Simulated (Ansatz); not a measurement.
Species: molecular nitrogen, N$_{2}$, net charge 0, singlet state. SMILES: N#N
Geometry: optimised at B3LYP-D3(BJ)/def2-TZVP (Ansatz, a quantum-chemistry and plane-wave program).

Parts of the frozen-core correlation energy in STO-3G (Ansatz, hartree). Frozen orbitals: 2; correlated occupied orbitals by spin: 5 and 5; virtual: 3 and 3. No spin-orbit coupling. Non-relativistic.

```csv
term,value
reference (HF),-107.49383
MP2 opposite-spin,-0.11183
MP2 same-spin,-0.03941
CCSD correlation,-0.15084
(T),-0.00169
FCI minus CCSD(T),-0.00209
T1 diagnostic,0.003
largest doubles amplitude,0.134
```
